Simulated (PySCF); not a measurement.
Predicted microwave data (PBE0/pcSseg-1 in PySCF (dipole) on a GFN2-xTB geometry, gas phase) for one isomer of C4H8OS:

```
Rotational constants : A = 4720, B = 2194, C = 1527 MHz
Dipole components    : |μa| = 1.53 D, |μb| = 1.73 D, |μc| = 0.00 D
Inertial defect      : -6.42 u·Å²
κ                    : -0.58
```

**Question.** Which structure is it? (One computed conformer of each.)
A. `[CH3:1][C@@H:2]1[CH2:3][CH2:4][S@:5]1=[O:6]` with C1–C2–C3–C4 -140°, C2–C3–C4–S5 21°, C3–C4–S5–O6 -123°, C1–C2–S5–C4 139°
B. `[CH2:1]=[C:2]([O:3][CH3:4])[S:5][CH3:6]` with C1–C2–O3–C4 0°, C1–C2–S5–C6 180°

**Answer.** B. It is C=C(OC)SC, an asymmetric top, point group Cs. The candidates at the same level (rigid rotor, commonest isotopes):

| SMILES | A (MHz) | B (MHz) | C (MHz) | μa (D) | μb (D) | μc (D) | Δ (u·Å²) | point group | rotor |
| --- | --- | --- | --- | --- | --- | --- | --- | --- | --- |
| C[C@@H]1CC[S@]1=O | 4361 | 2770 | 1946 | 3.34 | 1.93 | 0.77 | -38.63 | C1 | asymmetric top |
| C=C(OC)SC | 4720 | 2194 | 1527 | 1.53 | 1.73 | 0.00 | -6.42 | Cs | asymmetric top |

`C[C@@H]1CC[S@]1=O` has C 27 % too high. In the right answer the mirror of this Cs structure is the ab plane, so μc vanishes by symmetry. No structure here is proved a minimum.
